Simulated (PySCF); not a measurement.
Molecule: `InChI=1S/C6H10/c1-5-6(2,3)4/h1H,2-4H3`.

Structure with atom numbers: `[CH:1]#[C:2][C:3]([CH3:4])([CH3:5])[CH3:6]`. Hydrogens are named by the atom that carries them.

Geometry PBE0-D3(BJ)/def2-SVP throughout; GIAO in PySCF, gas phase, one conformer, non-relativistic; equivalent atoms averaged; basis pcSseg-1.

**Question.** How do the absolute shieldings σ depend on the functional? (ppm; last column core-seconds on shared hosts with different chips, so compare them loosely)

**Answer.** 
```csv
functional,kind,C2,C1,C4/C5/C6,C3,H(C1),H(C4)/H(C5)/H(C6),core-s
HF,Hartree–Fock,97.6,112.8,159.8,170.2,29.17,30.51,6
LDA,LDA,78.9,104.8,146.2,150.3,29.11,29.57,19
PBE,GGA,85.3,110.2,146.5,149.8,29.45,29.95,23
BLYP,GGA,81.5,108.0,141.1,144.0,29.68,30.10,23
BP86,GGA,85.0,110.0,146.0,149.2,29.50,30.00,24
OPBE,GGA,95.2,117.8,154.0,156.8,29.40,30.02,23
KT2,GGA,95.5,118.4,149.9,152.3,29.16,29.89,24
KT3,GGA,97.6,120.2,150.2,151.9,29.38,30.07,23
B97-D,GGA,89.2,113.8,146.0,149.1,29.64,30.14,23
B3LYP,global hybrid,84.2,108.3,145.7,150.2,29.54,30.15,14
PBE0,global hybrid,88.6,110.8,151.6,156.9,29.33,30.05,17
mPW1PW91,global hybrid,88.3,110.2,150.9,156.1,29.37,30.10,14
WP04,global hybrid,84.9,106.1,140.2,140.2,29.87,30.38,25
B97-2,global hybrid,91.2,113.3,151.3,156.0,29.46,30.15,25
BHandHLYP,global hybrid,88.7,109.3,151.3,158.0,29.36,30.24,23
CAM-B3LYP,range-separated hybrid,85.1,107.7,149.2,155.2,29.38,30.11,31
wB97X-D,range-separated hybrid,88.4,110.1,151.4,157.7,29.39,30.16,30
LC-wPBE,range-separated hybrid,89.5,109.0,156.9,164.1,29.30,30.15,41
```

**Question.** Which nucleus moves most, in ppm?

**Answer.** C3 (propargylic quaternary sp3 carbon): from 140.2 ppm with WP04 to 170.2 ppm with HF. The smallest spread is 0.75 ppm, at H(C1). Proton shifts span only some 12 ppm, so a few tenths of a ppm matter as much there as several ppm in carbon.
